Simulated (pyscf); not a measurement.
Thermochemistry of product channels of H₃C–O–AlH₂ on the singlet surface, in kcal/mol, from ωB97M-D3(BJ)/def2-TZVP energies (ideal gas, 1 atm, RRHO with modes under 100 cm⁻¹ raised to 100, one conformer, R ln 2 for rigid chiral ones). Single points on ωB97X-D3(BJ)/def2-SVP structures (PySCF, gas phase).

| products | ΔE | ΔH(298 K) | ΔG(298 K) | ΔG(600 K) |
|---|---|---|---|---|
| H₃C–O–Al [singlet] + H₂ | +14.6 | +13.5 | +6.1 | -1.6 |
| CH₄ + O=AlH | +30.1 | +29.9 | +22.1 | +14.3 |
| H₃C–AlH–OH | -24.5 | -24.1 | -24.2 | -24.6 |

The channel to H₃C–O–Al [singlet] + H₂ turns favourable between 298 and 1200 K (ΔG from +6.1 kcal/mol to -16.6 kcal/mol).

These are energies of the channels, which say nothing of barriers. O=AlH lies 43.9 kcal/mol over its isomer HO–Al [singlet], and others may lie lower still (electronic energy, ωB97M-D3(BJ)).
